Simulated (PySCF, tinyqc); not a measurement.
Worked calculation: RKS/LDA (PW92) in the sto-3g basis, for LiH, spin multiplicity 1. The lowest restricted solution is unstable here: a spin-polarised one lies 0.0048 hartree lower (PySCF). One step of it, computed by the program tinyqc.

Problem. Iteration 2: building the Kohn-Sham matrix. J_ij = sum D_kl (ij|kl); F = H + J + V_xc; E = tr D H + tr D J / 2 + E_xc + E_nn.

D after iteration 1, lower triangle:
```
,1Li 1s,1Li 2s,1Li 2px,1Li 2py,1Li 2pz,2H 1s
1Li 1s,1.979614
1Li 2s,-0.021943,0.455298
1Li 2px,0.000000,0.000000,0.000000
1Li 2py,0.000000,0.000000,0.000000,0.000000
1Li 2pz,-0.043787,0.150414,0.000000,0.000000,0.050366
2H 1s,-0.235507,0.751129,0.000000,0.000000,0.251827,1.259252
```

core Hamiltonian H = T + V (hartree), lower triangle:
```
,1Li 1s,1Li 2s,1Li 2px,1Li 2py,1Li 2pz,2H 1s
1Li 1s,-4.579142
1Li 2s,-1.026308,-1.276828
1Li 2px,0.000000,0.000000,-1.038535
1Li 2py,0.000000,0.000000,0.000000,-1.038535
1Li 2pz,-0.004409,-0.052153,0.000000,0.000000,-1.071444
2H 1s,-0.007244,-0.150972,0.000000,0.000000,-0.230160,-0.985722
```

Two-electron integrals (ij|kl) in chemists' order, unique and non-zero (hartree):
```
i,j,k,l,(ij|kl)
1,1,1,1,1.680395
2,1,1,1,0.265420
2,1,2,1,0.049941
2,2,1,1,0.397727
2,2,2,1,0.092860
2,2,2,2,0.290562
3,1,3,1,0.008981
3,2,3,1,0.013788
3,2,3,2,0.064184
3,3,1,1,0.396640
3,3,2,1,0.092880
3,3,2,2,0.290497
3,3,3,3,0.312946
4,1,4,1,0.008981
4,2,4,1,0.013788
4,2,4,2,0.064184
4,3,4,3,0.016869
4,4,1,1,0.396640
4,4,2,1,0.092880
4,4,2,2,0.290497
4,4,3,3,0.279207
4,4,4,4,0.312946
5,1,5,1,0.008981
5,2,5,1,0.013788
5,2,5,2,0.064184
5,3,5,3,0.016869
5,4,5,4,0.016869
5,5,1,1,0.396640
5,5,2,1,0.092880
5,5,2,2,0.290497
5,5,3,3,0.279207
5,5,4,4,0.279207
5,5,5,5,0.312946
6,1,1,1,0.001528
6,1,2,1,0.000301
6,1,2,2,0.000613
6,1,3,3,0.000600
6,1,4,4,0.000600
6,1,5,1,0.000052
6,1,5,2,0.000111
6,1,5,5,0.000639
6,1,6,1,2.25e-06
6,2,1,1,0.025622
6,2,2,1,0.006161
6,2,2,2,0.023955
6,2,3,3,0.022530
6,2,4,4,0.022530
6,2,5,1,0.000801
6,2,5,2,0.007435
6,2,5,5,0.026772
6,2,6,1,0.000051
6,2,6,2,0.005842
6,3,3,1,0.000177
6,3,3,2,0.001318
6,3,5,3,0.000717
6,3,6,3,0.000177
6,4,4,1,0.000177
6,4,4,2,0.001318
6,4,5,4,0.000717
6,4,6,4,0.000177
6,5,1,1,0.039175
6,5,2,1,0.009431
6,5,2,2,0.036961
6,5,3,3,0.034642
6,5,4,4,0.034642
6,5,5,1,0.001246
6,5,5,2,0.011697
6,5,5,5,0.041549
6,5,6,1,0.000078
6,5,6,2,0.009321
6,5,6,5,0.014888
6,6,1,1,0.173047
6,6,2,1,0.041728
6,6,2,2,0.171474
6,6,3,3,0.160923
6,6,4,4,0.160923
6,6,5,1,0.004409
6,6,5,2,0.051171
6,6,5,5,0.192238
6,6,6,1,0.000332
6,6,6,2,0.058833
6,6,6,5,0.094890
6,6,6,6,0.774606
```

nuclear repulsion = 0.51914049 hartree

V_xc (hartree), lower triangle:
```
,1Li 1s,1Li 2s,1Li 2px,1Li 2py,1Li 2pz,2H 1s
1Li 1s,-1.058809
1Li 2s,-0.138156,-0.158737
1Li 2px,0.000000,0.000000,-0.153807
1Li 2py,0.000000,0.000000,0.000000,-0.153807
1Li 2pz,-0.001799,-0.029568,0.000000,0.000000,-0.162812
2H 1s,-0.000781,-0.035348,0.000000,0.000000,-0.058015,-0.459605
```

E_xc = sum of w rho eps_xc = -2.16403999 hartree

Give: Coulomb J; Kohn-Sham matrix F; total energy of this density.

Solution.

Coulomb J (hartree), lower triangle:
```
,1Li 1s,1Li 2s,1Li 2px,1Li 2py,1Li 2pz,2H 1s
1Li 1s,3.7914
1Li 2s,0.6366,1.2004
1Li 2px,0.0000,0.0000,1.1811
1Li 2py,0.0000,0.0000,0.0000,1.1811
1Li 2pz,0.0107,0.0995,0.0000,0.0000,1.2321
2H 1s,0.0039,0.1524,0.0000,0.0000,0.2404,1.5549
```

Kohn-Sham matrix F (hartree), lower triangle:
```
,1Li 1s,1Li 2s,1Li 2px,1Li 2py,1Li 2pz,2H 1s
1Li 1s,-1.8466
1Li 2s,-0.5279,-0.2351
1Li 2px,0.0000,0.0000,-0.0112
1Li 2py,0.0000,0.0000,0.0000,-0.0112
1Li 2pz,0.0045,0.0178,0.0000,0.0000,-0.0022
2H 1s,-0.0041,-0.0339,0.0000,0.0000,-0.0478,0.1096
```

total energy of this density = -7.685288 hartree
